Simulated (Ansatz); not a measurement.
Species: C₂H₆O, SMILES `COC` (charge 0, multiplicity 1).

**Question.** Give a relaxed geometry from B3LYP-D3(BJ)/def2-SVP run with Ansatz (a program for electronic structure).

**Answer.** the end point of this relaxation (outside a Z-matrix the atoms follow the SMILES, hydrogens last).
Z-matrix (Å, degrees):
```
O
C 1 1.3998
C 1 1.3998 2 113.17
H 2 1.1001 1 108.00 3 180.00
H 3 1.1001 1 108.00 2 180.00
H 3 1.1103 5 108.49 1 121.70
H 2 1.1103 4 108.49 1 121.70
H 2 1.1103 4 108.49 7 116.61
H 3 1.1103 5 108.49 6 116.61
```
